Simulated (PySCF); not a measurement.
Structure with atom numbers: `[PH:1]=[S:2]` (H(Xn): hydrogen on atom n).

Geometry: PBE0-D3(BJ)/def2-SVP; GIAO shifts from PySCF, gas phase, non-relativistic, averaged over equivalent atoms.

At PBE0/pcSseg-1 (53 basis functions, 1.9 s wall time on 1 thread of an x86-64 server CPU, shared host):
```csv
atoms,δ (ppm)
P1,1101.6
S2,2311.8
H(P1),16.44
```

Chemical shifts δ = σref − σ; 31P (σref 310.13) against H3PO4; 33S (σref 495.66) vs CS2; 1H (σref 31.27) vs TMS, all at this level.

**Question.** Estimate the result of repeating the calculation with PBE/pcSseg-2.

**Answer.** 
```tsv
atoms	δ at PBE/pcSseg-2	change
P1	1025.8	-75.8
S2	2151.9	-159.9
H(P1)	16.46	+0.02
```

δ = σ(ref) − σ, references computed at the same level: 31P (σref 281.80) vs H3PO4; 33S (σref 497.38) vs CS2; 1H (σref 31.18) vs TMS.

The largest change is at S2 (sulfur bonded to P). Cost: 100 basis functions, 2.6 s wall time on 1 thread of an x86-64 server CPU, shared host.

Experimental scales use liquid or dissolved standards, which lie at an offset from isolated H3PO4.
